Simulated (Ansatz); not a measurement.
Basis sets compared for SiF2. Charge 0, multiplicity 1. Geometry r2SCAN-D4/def2-TZVP. Ansatz on 4 threads of Intel Xeon 6975P-C on a shared host; times are rough, and most runs start from earlier orbitals.

```xyz
3

Si    0.087   -0.515   -0.441
F     0.269   -0.487    1.152
F    -0.356    1.002   -0.712
```

Binding counts from free atoms (Si triplet, F doublet) in the same basis, without a counterpoise term.

| level | functions | energy (Eh) | HOMO (eV) | LUMO (eV) | binding per atom (eV) | wall time |
| --- | --- | --- | --- | --- | --- | --- |
| PBE-D4/def2-SVP | 46 | -488.6740 | -6.91 | -2.77 | 4.27 | 0.15 s |
| PBE-D4/def2-TZVP | 99 | -489.0412 | -7.09 | -2.96 | 4.36 | 0.2 s |
| r2SCAN-D4/def2-TZVP (with forces) | 99 | -489.2637 | -7.32 | -2.88 | 4.24 | 0.45 s |
| PBE0-D4/def2-SVP | 46 | -488.6954 | -8.20 | -1.99 | 4.04 | 0.15 s |
| PBE0-D4/def2-TZVP | 99 | -489.0612 | -8.31 | -2.14 | 4.17 | 0.3 s |

(1) Estimate the rows for PBE-D4/def2-TZVPD, r2SCAN-D4/def2-TZVPD, PBE0-D4/def2-TZVPD.

Answers

(1) 
```
               level  functions  energy (Eh)  HOMO (eV)  LUMO (eV)  binding per atom (eV)  wall time
   PBE-D4/def2-TZVPD        123    -489.0439      -7.19      -3.07                   4.35      0.3 s
r2SCAN-D4/def2-TZVPD        123    -489.2655      -7.39      -2.95                   4.24     0.55 s
  PBE0-D4/def2-TZVPD        123    -489.0632      -8.38      -2.23                   4.17     0.35 s
```
